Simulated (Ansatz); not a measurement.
How far each method lies from RCCSDTQ for HAsSi, singlet

Geometry: a PBE0/def2-TZVP stationary point for this spin, not checked as a minimum.

```xyz
3

Si    0.0000   -0.0264    1.5591
As    0.0000   -0.0077   -0.5892
H     0.0000    1.3116    0.3547
```

Basis cc-pVDZ; Ansatz 0.2.0. Only valence electrons are correlated (noble-gas cores and the filled d shells of p-block atoms frozen), which leaves 10 electrons in 31 orbitals. Prefix R: restricted or restricted open-shell reference; prefix U: unrestricted. Active spaces: valence = (10e, 9o) chosen from the atoms' valence shells. No spin–orbit coupling is included, and no scalar relativity.

Full CI isn't at hand for all of this; RCCSDTQ serves as the reference, and is uncertain by about the last step of the cluster series. The frozen core follows each run's orbitals, which can shift R against U totals by a few meV for light atoms and by up to 0.1 eV past Ca.

* UHF ⟨S²⟩: 0.145
* T1 diagnostic (RCCSD): 0.0221
* largest doubles amplitude (RCCSD): 0.126

```json
{"level": "RHF", "E − E(RCCSDTQ) (mEh)": "228.62", "share of correlation (%)": "0.00", "wall time": "–"}
{"level": "RMP2", "E − E(RCCSDTQ) (mEh)": "39.82", "share of correlation (%)": "82.58", "wall time": "–"}
{"level": "CISD", "E − E(RCCSDTQ) (mEh)": "32.10", "share of correlation (%)": "85.96", "wall time": "0.91 s"}
{"level": "RCCSD", "E − E(RCCSDTQ) (mEh)": "12.65", "share of correlation (%)": "94.47", "wall time": "–"}
{"level": "RCCSD(T)", "E − E(RCCSDTQ) (mEh)": "1.89", "share of correlation (%)": "99.17", "wall time": "1.4 s"}
{"level": "BCCD(T)", "E − E(RCCSDTQ) (mEh)": "1.89", "share of correlation (%)": "99.17", "wall time": "1 s"}
{"level": "RCCSDT", "E − E(RCCSDTQ) (mEh)": "0.94", "share of correlation (%)": "99.59", "wall time": "–"}
{"level": "RCCSDT(Q)", "E − E(RCCSDTQ) (mEh)": "-0.02", "share of correlation (%)": "100.01", "wall time": "3.3 s"}
{"level": "CASSCF (valence space)", "E − E(RCCSDTQ) (mEh)": "144.18", "share of correlation (%)": "36.94", "wall time": "–"}
{"level": "NEVPT2 (valence space)", "E − E(RCCSDTQ) (mEh)": "31.94", "share of correlation (%)": "86.03", "wall time": "5.5 s"}
{"level": "MRCISD (valence space)", "E − E(RCCSDTQ) (mEh)": "11.11", "share of correlation (%)": "95.14", "wall time": "–"}
{"level": "MRCISD+Q (valence space)", "E − E(RCCSDTQ) (mEh)": "0.16", "share of correlation (%)": "99.93", "wall time": "6.5 s"}
```

The correlation energy at RCCSDTQ, counted from RHF, is -6.221 eV. That run took 22 s on 2 threads of AMD EPYC 7R13 with a shared H100 80 GB, shared host.

Run but not shown, since their state, orbitals or frozen core can't be matched to the reference's or they repeat it: UHF.

Times hold each run's SCF and search for its determinant on a shared host, so for small cases they say little of a method's own cost; they ran on 1 thread of AMD EPYC 7R13. Some runs computed forces too.

Natural occupations of CASSCF (valence space) about the gap: 1.992 1.972 1.954 1.952 1.926 0.082 0.056 0.036 0.029; effectively unpaired electrons, Σ n²(2−n)², 0.09.

Atomization energy (electronic, same basis, no zero-point term; atoms at the same level, unrestricted beside the R rows where the molecule is a closed shell, but restricted open-shell past Ca, as are all atoms' steps beyond CCSDT(Q)) at RCCSDTQ: 549.5 kJ/mol. Errors of other levels:

| level | error (kJ/mol) |
| --- | --- |
| RHF | -242.9 |
| RMP2 | -9.4 |
| CISD | -74.8 |
| RCCSD | -26.8 |
| RCCSD(T) | -3.1 |
| BCCD(T) | -3.0 |
| RCCSDT | -2.1 |
| RCCSDT(Q) | 0.1 |
| CASSCF (valence space) | -46.4 |
| NEVPT2 (valence space) | -6.2 |
| MRCISD (valence space) | -21.7 |
| MRCISD+Q (valence space) | -9.1 |

This basis is far from its limit, so the value isn't to be set against a measured one. Truncated CI isn't size-consistent, which counts against it in atomization.
